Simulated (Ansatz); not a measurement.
Wavefunction ladder for C$_{4}$H$_{4}$F$_{2}$ (`F/C=C\C=C/F`)

Z-matrix (Å, degrees):
```
C
C 1 1.327
F 1 1.337 2 122.2
H 1 1.083 2 125.4 3 180.0
C 2 1.443 1 124.4 3 0.0
H 2 1.083 1 116.7 3 -180.0
C 5 1.327 2 124.4 1 180.0
H 5 1.083 2 118.9 1 -0.0
F 7 1.337 5 122.2 2 0.0
H 7 1.083 5 125.4 2 -180.0
```

Charge 0, multiplicity 1. Geometry: relaxed with PBE0-D4/def2-TZVP. It is one conformer, not always the lowest. Frozen core, restricted reference, Ansatz. CBS rows extrapolate triple and quadruple zeta; past MP2 they add the triple-zeta difference.

| basis | HF (Eh) | MP2 corr. |
| --- | --- | --- |
| def2-TZVPP | -352.77195 | -1.12472 |
| def2-QZVPP | -352.78736 | -1.21385 |

(1) Estimate the CCSD correlation energy and the (T) correction in each basis where they were run (hartree).

Results:

(1) 
| basis | CCSD corr. | (T) |
| --- | --- | --- |
| def2-TZVPP | -1.15132 | -0.04679 |
| CBS(def2) | -1.30648 | as TZ |
